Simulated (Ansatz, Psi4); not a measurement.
# Heat of formation of C2H4 (ethylene) from total energies

C2H4 has 6 atoms, charge 0, and is taken as a singlet. As SMILES, `C=C`. The coordinates come from a PBE0-D4/def2-TZVP relaxation.

Total energies at M06-L/def2-TZVP (Psi4 1.11); the atoms run unrestricted:

| species | state | energy (Eh) |
| --- | --- | --- |
| C2H4 | singlet | -78.602093 |
| C | triplet | -37.847374 |
| H | doublet | -0.503416 |

Harmonic wavenumbers at PBE0-D4/def2-TZVP, in cm⁻¹: 828, 979, 984, 1067, 1239, 1382, 1466, 1704, 3146, 3162, 3222, 3250.

Measured heats of formation of the gaseous atoms at 298.15 K, in kJ/mol: C 716.9, H 218.0. Take 1 Eh = 2625.50 kJ/mol, 1 cm⁻¹ = 0.0119627 kJ/mol, RT = 2.479 kJ/mol.

**Question.** What heat of formation follows?

**Answer.** 
1. Electronic atomisation energy: 2 × (-37.847374) + 4 × (-0.503416) − (-78.602093) = 0.893681 Eh = 2346.4 kJ/mol.
2. Zero-point energy: half the sum of the wavenumbers, 11214.5 cm⁻¹ = 134.2 kJ/mol.
3. Thermal vibrational enthalpy, Σ hcν̃/(exp(hcν̃/kT) − 1): 0.5 kJ/mol. Translation, rotation and pV of a non-linear molecule: 4 RT = 9.9 kJ/mol.
4. The 6 free atoms carry 5/2 RT each: 37.2 kJ/mol.
5. Atomisation enthalpy at 298 K: 2346.4 − 134.2 − 0.5 − 9.9 + 37.2 = 2239.0 kJ/mol.
6. Sum of the atoms' heats of formation: 2305.8 kJ/mol. Heat of formation: 2305.8 − 2239.0 = +66.8 kJ/mol.

The tabulated value is +52.6 kJ/mol (Active Thermochemical Tables), so this level is off by +14.2 kJ/mol, or 0.6 % of the atomisation enthalpy that the table implies (2253.2 kJ/mol). Anharmonicity and any spin-orbit splitting of the molecule are left out.
